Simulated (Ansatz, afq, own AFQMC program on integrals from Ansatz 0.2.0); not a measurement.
# Where AFQMC and coupled cluster stand for ZrCH₃⁺, triplet

```yaml
atoms:
  - { symbol: Zr, position_ang: [0.0000, 0.0002, 0.3161] }
  - { symbol: C, position_ang: [0.0000, 0.0032, -1.8427] }
  - { symbol: H, position_ang: [-0.0001, -1.0512, -2.1575] }
  - { symbol: H, position_ang: [0.8937, 0.4969, -2.2459] }
  - { symbol: H, position_ang: [-0.8936, 0.4971, -2.2459] }
```

Connectivity, by distances: Zr–CH3.

Basis def2-SVP with its core potentials. Only valence electrons are correlated. AFQMC by an in-house program on the Cholesky factors that Ansatz 0.2.0 writes for its CCSD(T) run. ph-AFQMC/CISD is guided by a CISD state made of CCSD amplitudes; releasing the constraint for a short imaginary time cuts its bias at the price of noise, slowly where states lie close. Error bars are statistical, one sigma. No spin–orbit coupling. The metal's outer-core s and p shells are frozen, which shifts wave-function levels against functionals.

Determinant: UHF, the one that the program's search chose, which needn't be the lowest solution. The geometry is a PBE0/def2-TZVP stationary point of this or a neighbouring charge and spin state.

No full CI on the walks' own integrals is used here; CCSDT(Q) serves as the reference and is uncertain by about the last step of the cluster series.

Cautions: no spin-orbit coupling; outer-core shells of the metal frozen; higher spins were not checked; the released energies have errors that jump between times, so the bars are unsure, so no released level is given (meV from the phaseless value at times in 1/Eh: 92 ± 96 at 0.24, -11.1 ± 2.4 at 0.50, -4 ± 3 at 1.00, -11 ± 3 at 1.50), though the last usable value meets CCSDT(Q) within the noise.

```
T1 diagnostic                               : 0.0187
weight of the determinant in the CISD state : 0.905
⟨S²⟩ of the determinant                     : 2.024
size of the correlated space                : 10 electrons in 55 orbitals
```

Reference: CCSDT(Q), correlation energy -5.766 eV.

```
        level  E − E(reference) (kcal/mol)  share of correlation (%)
           HF                       132.97                      0.00
          MP2                        18.27                     86.26
         CCSD                         4.77                     96.42
      CCSD(T)                         0.67                     99.49
        CCSDT                         0.23                     99.82
ph-AFQMC/CISD                  0.29 ± 0.06                     99.78
```

A walk keeps the symmetry of its determinant, which the program's search chose and which needn't be the lowest solution, so a lower state of the same spin and another symmetry isn't excluded.
